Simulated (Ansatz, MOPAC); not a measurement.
Process, species as SMILES: C1=CC1 + 3 C (CH4) -> C=C (C2H4) + 2 CC (C2H6) [ethane]

Wanted: bond separation energy (enthalpy at 298 K), in kcal/mol. Set-up: dispersion terms only where a functional's name holds one; non-relativistic; spin-orbit terms left out. First-principles rows: single points at B3LYP-D3(BJ) geometries (Ansatz, a program for electronic structure), with unscaled harmonic terms from B3LYP/6-31G* (Ansatz) at its own minima. Semi-empirical rows: MOPAC heats of formation at their own minima for 298 K.

```csv
species,coefficient,"E at HF/3-21G (Ansatz), Eh","E at wB97X-V/def2-TZVPD (Ansatz), Eh","H(298 K) - E, kcal/mol","heat of formation at PM3 (MOPAC), kcal/mol"
C1=CC1,-1,-115.16103,-116.62738,37.98,68.14
C (CH4),-3,-39.97677,-40.51531,30.76,-13.03
C=C (C2H4),+1,-77.60059,-78.58890,34.64,16.61
CC (C2H6),+2,-78.79358,-79.82947,49.98,-18.16
```

Measured values: Active Thermochemical Tables 1.112 (ions: stationary electron), as tabulated in the package chemicals; they hold spin-orbit and core effects, anharmonicity.  Value to compare with, the measured value: -41.9 kcal/mol. 1 Eh = 627.5095 kcal/mol.

Work the quantity out at each level, and compare with the measured value.


- HF/3-21G: the sum of coefficient times E is -0.09641 Eh, or -60.50 kcal/mol; the thermal terms add 4.34. Result: -56.2 kcal/mol. Its error against the measured value is -14.3 kcal/mol.
- wB97X-V/def2-TZVPD: the sum of coefficient times E is -0.07453 Eh, or -46.77 kcal/mol; the thermal terms add 4.34. Result: -42.4 kcal/mol. Its error against the measured value is -0.5 kcal/mol.
- PM3: the sum of coefficient times heat of formation is -48.76 kcal/mol; it needs no thermal term. Its error against the measured value is -6.9 kcal/mol.
